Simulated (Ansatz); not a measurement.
# C2H6FNS: up Jacob's ladder to CCSD(T)

An exercise on one series of results from a longer session: the logs are not shown, and one member is left open.

Program: Ansatz 0.2.0, Gaussian basis. Level of theory: functionals in def2-TZVPP, the program's frozen cores in correlated methods. These are calculated values, not measurements.

Levels to be run: LDA (SPW92), PBE-D4, revPBE-D4, BLYP-D4, r2SCAN-D4, B97M-V, PBE0-D4, B3LYP-D4, r2SCANh-D4, r2SCAN0-D4, HSE06-D4, BHLYP-D4, CAM-B3LYP-D4, LC-ωPBE, ωB97X-V, ωB97M-V, B2PLYP, PBE-QIDH; CCSD(T)/def2-SVP; CCSD(T)/def2-TZVPP; MP2/def2-QZVPP; extrapolation to the limit; RPA on PBE.

## The geometry

An earlier PBE0-D4 in a triple-zeta def2 set relaxation fixed the geometry.

SMILES `CC(N)(F)S`, 11 atoms, charge 0, spin multiplicity 1.

Atoms are counted from 1 here; the program's logs count them from 0.

Bond lengths: C1–C2 1.509 Å, C1–H6 1.094 Å, C1–H7 1.089 Å, C1–H8 1.089 Å, C2–N3 1.407 Å, C2–F4 1.407 Å, C2–S5 1.825 Å, N3–H9 1.011 Å, N3–H10 1.011 Å, S5–H11 1.342 Å. Angles: C2–C1–H6 109.5°, C2–C1–H7 110.1°, C2–C1–H8 110.1°, H6–C1–H7 109.5°, H6–C1–H8 108.4°, H7–C1–H8 109.2°, C1–C2–N3 111.8°, C1–C2–F4 106.5°, C1–C2–S5 113.4°, N3–C2–F4 111.9°, N3–C2–S5 105.9°, F4–C2–S5 107.3°, C2–N3–H9 112.0°, C2–N3–H10 111.9°, H9–N3–H10 110.4°, C2–S5–H11 95.0°.

Set-up of the first run:

in.yaml

```yaml
crystal:
  periodic: [false, false, false]
  atoms:
    - {symbol: C, position_ang: [-0.945147, -0.436741, 0.592527]}
    - {symbol: C, position_ang: [0.177354, 0.174579, -0.209643]}
    - {symbol: N, position_ang: [1.371830, 0.241836, 0.530163]}
    - {symbol: F, position_ang: [-0.265277, 1.449058, -0.610447]}
    - {symbol: S, position_ang: [0.579027, -0.762418, -1.723672]}
    - {symbol: H, position_ang: [-1.133173, 0.173483, 1.480768]}
    - {symbol: H, position_ang: [-0.679971, -1.448099, 0.895829]}
    - {symbol: H, position_ang: [-1.856721, -0.467983, -0.002805]}
    - {symbol: H, position_ang: [2.101651, 0.727448, 0.026729]}
    - {symbol: H, position_ang: [1.229431, 0.662401, 1.438629]}
    - {symbol: H, position_ang: [-0.513603, -0.370564, -2.397380]}
basis:
  gaussian: {orbitals: def2-TZVPP}
hamiltonian: {xc: lda}
output: {orbitals: {seedname: orbitals}}
```

Launch:

```console
$ ansatz run in.yaml --threads 4 --pin off --events-out ev --progress --plain --max-ram 10444MiB
```

Among the steps run: LDA; PBE-D4 (GGA); revPBE-D4 (GGA); BLYP-D4 (GGA); r2SCAN-D4 (meta-GGA); B97M-V (meta-GGA); B3LYP-D4 (hybrid); r2SCANh-D4 (hybrid); r2SCAN0-D4 (hybrid); HSE06-D4 (hybrid); BHLYP-D4 (hybrid); CAM-B3LYP-D4 (range-separated); LC-ωPBE (range-separated); ωB97X-V (range-separated); ωB97M-V (range-separated); B2PLYP (double hybrid); PBE-QIDH (double hybrid).

One table of the session follows, with a row left open; its other results are not shown here.

It belongs to the step «Orbital energies across the functionals». 

```
  functional  HOMO (eV)  LUMO (eV)  gap (eV)
 LDA (SPW92)      -6.00      -0.85      5.16
      PBE-D4      -5.87      -0.64      5.23
   revPBE-D4      -5.81      -0.54      5.27
     BLYP-D4      -5.73      -0.56      5.16
   r2SCAN-D4      -6.15      -0.33      5.82
      B97M-V      -6.27      -0.42      5.84
     PBE0-D4      -7.17       0.34      7.51
    B3LYP-D4          ?          ?         ?
  r2SCANh-D4      -6.63       0.03      6.66
  r2SCAN0-D4      -7.35       0.55      7.90
    HSE06-D4      -6.76      -0.04      6.72
    BHLYP-D4      -8.34       1.21      9.55
CAM-B3LYP-D4      -8.56       1.33      9.88
     LC-ωPBE      -9.99       2.62     12.61
     ωB97X-V      -9.61       2.43     12.04
     ωB97M-V      -9.44       2.11     11.55
```

Q: Estimate the row for B3LYP-D4 from the others.

Worked estimate for «HOMO (eV)». Against the share of exact exchange, BLYP-D4 (0, -5.73), BHLYP-D4 (0.5, -8.34) give a slope of -5.22 per unit share; at 0.2 the line stands at -6.77.

**Answer.** HOMO (eV): -6.93; LUMO (eV): 0.04; gap (eV): 6.98. In «HOMO (eV)» the line misses by +0.16.
